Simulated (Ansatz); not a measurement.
Computed with Ansatz on PBE0-D4/def2-TZVP structures; ΔE is electronic, products minus reactants. CBS: MP2 limit from def2 TZ/QZ plus the TZ coupled-cluster correction, frozen cores. DFT in def2-TZVPP. B3LYP here is the variant with VWN-RPA as its local correlation; programs differ in this. One conformer a species, not always the lowest.

Reaction (isomerisation): `COC1=NC1` → `NC1=COC1`

Question: Is it downhill or uphill in electronic energy at CCSD(T)/CBS, and by how much? (An estimate is asked.)

Answer: The calculation gave: Downhill: ΔE = -21.7 kJ/mol.

Question: What do these levels give: r2SCAN-D4, B3LYP-D4, PBE-QIDH, revPBE, RPA@PBE/def2-TZVPP, CCSD/def2-SVP? (Estimate.)

Answer: The calculation gave: r2SCAN-D4 -15.9, B3LYP-D4 -15.9, PBE-QIDH -22.7, revPBE -14.8, RPA@PBE/def2-TZVPP -7.7, CCSD/def2-SVP -6.3 kJ/mol.

Question: What do rigid-rotor, harmonic-oscillator terms from PBE0-D4/def2-TZVP frequencies (298.15 K, 1 bar) make of the CCSD(T)/CBS value? (Best estimate.)

Answer: The calculation gave: ΔZPE = +2.8 kJ/mol, ΔH = -20.3 kJ/mol, ΔS = -13 J/(mol·K), ΔG = -16.5 kJ/mol.

Largest T1 diagnostic among the species: 0.013.

In def2-TZVPP, CCSD(T) changes the Hartree–Fock value by −10.9 kJ/mol (the triples alone add +0.8 kJ/mol) and MP2 by −9.1 kJ/mol. Leaving LDA and LC-ωPBE aside and taking each functional with its dispersion term where it has one, the values, not all of them listed here, spread over 14.1 kJ/mol, from HSE06-D4 to BLYP-D4. LDA lies −21.0 kJ/mol from PBE without D4.
